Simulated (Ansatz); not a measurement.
## A ladder of methods for SiH3 (SMILES [SiH3])

SiH3 has 4 atoms, charge 0, and is taken as a doublet. As SMILES, `[SiH3]`. The shape was relaxed beforehand at B3LYP/def2-SVP.

```jsonl
{"atom": "Si", "x (Å)": "0.2984", "y (Å)": "-0.0273", "z (Å)": "-0.1666"}
{"atom": "H", "x (Å)": "0.5599", "y (Å)": "0.6677", "z (Å)": "1.1285"}
{"atom": "H", "x (Å)": "-0.2260", "y (Å)": "-1.4064", "z (Å)": "0.0610"}
{"atom": "H", "x (Å)": "-0.6323", "y (Å)": "0.7660", "z (Å)": "-1.0229"}
```

Quantity: the adiabatic ionisation energy (to the singlet cation, shapes relaxed at B3LYP/def2-SVP, no zero-point term), in eV. The values are calculated.

```csv
level,kind,program,value (eV),less CCSD(T)/def2-TZVPP,CPU time (all runs)
UHF/def2-TZVPP,Hartree–Fock,Ansatz,7.58,-0.46,0.55 s
UBLYP/def2-TZVPP,GGA,Ansatz,8.01,-0.03,1.6 s
UB3LYP/def2-TZVPP,global hybrid,Ansatz,8.16,+0.12,1.8 s
U-wB97M-V/def2-TZVPP,range-separated hybrid,Ansatz,7.95,-0.09,6.5 s
UB2PLYP/def2-TZVPP,double hybrid,Ansatz,8.02,-0.02,2.8 s
RPA@PBE/def2-TZVPP,RPA,Ansatz,8.31,+0.27,2.3 s
UMP2/def2-TZVPP,perturbation theory,Ansatz,7.95,-0.09,0.73 s
UCCSD(T)/def2-TZVPP,coupled cluster or CI,Ansatz,8.04,0.00,2.8 s
```

Differences are taken from UCCSD(T)/def2-TZVPP for orientation; it has basis-set and higher-order errors of its own. The values span 7.58 to 8.31 eV. In so small a basis fixed costs decide the times, and correlated methods can beat functionals. CPU times are rough (shared hosts, several kinds of processor and program).
